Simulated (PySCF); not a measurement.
Computed with B3LYP-D3(BJ)/def2-TZVP // BP86-D3(BJ)/def2-SVP (PySCF 2.14.0). All species are isolated molecules in the gas phase. B3LYP has the VWN-RPA correlation part, as in Gaussian. 

Reference species (SMILES): `[OH]` (neutral, multiplicity 2).

| Property | Value |
|---|---|
| dipole moment | 1.78 D |

Changed species: `[O]C` (free radical OCH3; the reference has free radical OH).

Task: Give the shifts of the dipole moment.

Result: the dipole moment rises by 0.31 D, to 2.09 D.
